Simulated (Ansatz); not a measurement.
Basis-set extrapolation for `COC(O)S` (PBE0-D4/def2-TZVP geometry, frozen core, the Gaussian-basis code of Ansatz). Multiplicity 1, RHF reference.

|  | def2-TZVPP | def2-QZVPP |
| --- | --- | --- |
| HF | -626.571205 | -626.593360 |
| MP2 correlation | -0.999662 | -1.076600 |
| CCSD(T) correlation | -1.080784 | not run |

Energies in hartree. Use E(X) = E(∞) + A·exp(−7.88·√X) for Hartree–Fock and E(X) = E(∞) + B·X^(−2.97) for correlation, with X = 3 and 4, and add CCSD(T) minus MP2 of the smaller set to the MP2 limit.

Question: What is the CCSD(T) energy at the basis-set limit?

Answer: HF limit: -626.593360 + (-0.022155) × 0.13774 = -626.59641. MP2 limit: -1.076600 + (-0.076938) × 0.74074 = -1.13359. Higher-order term: -1.080784 − (-0.999662) = -0.08112. Total: -627.81112 hartree, 99.9 kcal/mol below CCSD(T)/def2-TZVPP.
